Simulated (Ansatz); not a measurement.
Geometry optimisation, RKS PBE-D4/6-31G* (Ansatz 0.2.0).

The input (input.yaml):

```yaml
crystal:
  periodic: [false, false, false]
  atoms:
    - { symbol: Al, position_ang: [0.110145, -0.039846, 0.190903] }
    - { symbol: H, position_ang: [0.45223, -0.24991, 1.698673] }
    - { symbol: C, position_ang: [2.047033, 0.034661, -0.025742] }
    - { symbol: H, position_ang: [2.382931, -0.923385, 0.417953] }
    - { symbol: H, position_ang: [2.609648, 0.191301, -0.963048] }
    - { symbol: H, position_ang: [2.359774, 0.812557, 0.697413] }
    - { symbol: C, position_ang: [-1.546068, 0.038155, -0.867281] }
    - { symbol: H, position_ang: [-2.073286, -0.931499, -0.817265] }
    - { symbol: H, position_ang: [-2.239269, 0.796551, -0.462147] }
    - { symbol: H, position_ang: [-1.366437, 0.271314, -1.929561] }
basis:
  gaussian: { orbitals: "6-31G*" }
hamiltonian:
  xc: pbe
  dispersion: d4
relax:
  f_tol: 0.03
  max_steps: 50
```

Launched with:

```bash
$ ansatz run input.yaml --threads 1 --pin off --max-ram 2048MiB --backend cpu --events-out ev --progress --plain --runs-dir out
```

Q: Where does it end, and by what steps?

A: The run converged. After 6 steps the energy has fallen by 0.576 eV; H2 moved furthest, 0.75 Å.

| step | energy less start (eV) | largest force component (eV/Å) | accepted |
| --- | --- | --- | --- |
| 0 | 0.0000 | 1.218 | yes |
| 1 | -0.2915 | 0.704 | yes |
| 2 | -0.4331 | 0.318 | yes |
| 3 | -0.5362 | 0.382 | yes |
| 4 | -0.5679 | 0.398 | yes |
| 5 | -0.5738 | 0.284 | yes |
| 6 | -0.5759 | 0.029 | yes |

```xyz
10
Properties=species:S:1:pos:R:3
Al 0.126 -0.088 0.456
H -0.224 -0.305 2.018
C 2.026 0.032 -0.064
H 2.570 -0.889 0.218
H 2.182 0.195 -1.144
H 2.529 0.857 0.476
C -1.373 0.036 -0.819
H -1.931 -0.919 -0.856
H -2.103 0.801 -0.494
H -1.065 0.280 -1.850
```

Whether the end is a true minimum wasn't checked by a vibrational analysis.

The run took 15 s on 1 thread of Arm Neoverse V1 (shared host), peak memory 0.11 GiB.
